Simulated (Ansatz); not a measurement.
```yaml
crystal:
  periodic: [false, false, false]
  atoms:
    - {symbol: Cr, position_ang: [0.000000, 0.000000, 0.000000]}
    - {symbol: H, position_ang: [0.000000, 0.000000, 1.700000]}
basis:
  gaussian: {orbitals: def2-TZVP}
magnetization: {spin_polarized: true, initial_magnetization: 1}
hamiltonian: {xc: pbe0}
relax: {f_tol: 0.004, max_steps: 80}
```

```sh
$ ansatz run in.yaml --threads 1 --pin off --events-out ev --progress --plain --max-ram 2176MiB
```

Steps of the relaxation (energy above the last step; positions in Å, forces in eV/Å):

```
2
step 1, 27.9 meV
Cr    0.000    0.000    0.000    0.000    0.000    0.707
H     0.000    0.000    1.700    0.000    0.000   -0.707
```

```
2
step 2, 0.0 meV
Cr    0.000    0.000    0.038    0.000    0.000   -0.009
H     0.000    0.000    1.662    0.000    0.000    0.009
```

```
2
step 3, 0.0 meV
Cr    0.000    0.000    0.037    0.000    0.000    0.000
H     0.000    0.000    1.663    0.000    0.000    0.000
```

Close pairs at the end: Cr1–H2 1.625 Å.

A stationary point of unrestricted PBE0 after 3 steps, with ⟨S²⟩ = 2.754 against 0.75 for a pure state. 27 s on 1 thread of Intel Xeon 6975P-C, shared host.
